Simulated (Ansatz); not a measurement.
# BMe2Cl (C₂H₆BCl): the relaxed shape and its frontier levels

Aim: characterise BMe2Cl (C₂H₆BCl) as a singlet: its structure, frontier levels and distribution of charge.

Method: RKS PBE0-D4/def2-TZVP; program: Ansatz 0.2.0, Gaussian basis.

Plan: relaxation at PBE-D4/def2-SVP; a search for the lowest solution at PBE0-D4/def2-SVP; a single point at PBE0-D4/def2-TZVP.

## (1) The system as given

10 atoms, charge 0, spin multiplicity 1.

Atoms are counted from 1 here; the program's logs count them from 0.

Bond lengths: B1–C2 1.580 Å, B1–C6 1.580 Å, B1–Cl10 1.713 Å, C2–H3 1.091 Å, C2–H4 1.088 Å, C2–H5 1.088 Å, C6–H7 1.091 Å, C6–H8 1.088 Å, C6–H9 1.088 Å. Angles: C2–B1–C6 121.8°, C2–B1–Cl10 119.1°, C6–B1–Cl10 119.1°, B1–C2–H3 109.2°, B1–C2–H4 112.6°, B1–C2–H5 113.4°, H3–C2–H4 106.3°, H3–C2–H5 106.5°, H4–C2–H5 108.5°, B1–C6–H7 109.2°, B1–C6–H8 112.5°, B1–C6–H9 113.4°, H7–C6–H8 106.3°, H7–C6–H9 106.5°, H8–C6–H9 108.5°.

Geometry (Å):

```xyz
10

B    -0.2844   -0.4863   -0.0004
C     1.2950   -0.5198   -0.0054
H     1.6582   -0.4989    1.0235
H     1.7298    0.3462   -0.4999
H     1.7058   -1.4188   -0.4599
C    -1.0888    0.8738    0.0052
H    -1.2339    1.2100   -1.0226
H    -0.5536    1.6717    0.5153
H    -2.0798    0.7877    0.4454
Cl   -1.1484   -1.9655   -0.0013
```

The start is a GFN2-xTB geometry.

## (2) Optimising with PBE-D4/def2-SVP

Input file in.yaml:

```yaml
crystal:
  periodic: [false, false, false]
  atoms:
    - {symbol: B, position_ang: [-0.284400, -0.486280, -0.000370]}
    - {symbol: C, position_ang: [1.294970, -0.519800, -0.005380]}
    - {symbol: H, position_ang: [1.658200, -0.498920, 1.023510]}
    - {symbol: H, position_ang: [1.729820, 0.346200, -0.499850]}
    - {symbol: H, position_ang: [1.705840, -1.418800, -0.459920]}
    - {symbol: C, position_ang: [-1.088770, 0.873780, 0.005240]}
    - {symbol: H, position_ang: [-1.233880, 1.209980, -1.022630]}
    - {symbol: H, position_ang: [-0.553640, 1.671690, 0.515280]}
    - {symbol: H, position_ang: [-2.079770, 0.787690, 0.445400]}
    - {symbol: Cl, position_ang: [-1.148370, -1.965540, -0.001280]}
basis:
  gaussian: {orbitals: def2-SVP}
hamiltonian: {xc: pbe, dispersion: d4}
scf: {omitted_lower_state_checks: [starts]}
output: {orbitals: {seedname: orbitals}}
relax: {f_tol: 0.02, max_steps: 100}
```

Launch:

```
> ansatz run in.yaml --threads 4 --pin off --events-out ev --progress --plain --max-ram 3916MiB
```

Further steps of the session: Searching for the lowest solution, PBE0-D4/def2-SVP; Single point, PBE0-D4/def2-TZVP.

Q: Predict the results of all the runs planned. Wanted: point group; commonest bond, hydrogen aside; HOMO, LUMO at PBE0-D4/def2-TZVP; dipole at PBE-D4/def2-SVP.

**Answer**, as computed:

```
                       quantity                          value
                    point group                             C2
 commonest bond, hydrogen aside  B–C, 2 of mean length 1.569 Å
HOMO, LUMO at PBE0-D4/def2-TZVP                -8.29, -0.73 eV
      dipole at PBE-D4/def2-SVP                         1.42 D
```

**Reading.** The molecule keeps its bonding pattern by the stored test; the atoms moved 0.03 Å (rms). No usable vibrations, so a minimum isn't proven. The point group is read from a loosely relaxed geometry; soft torsions can leave it below the true symmetry.
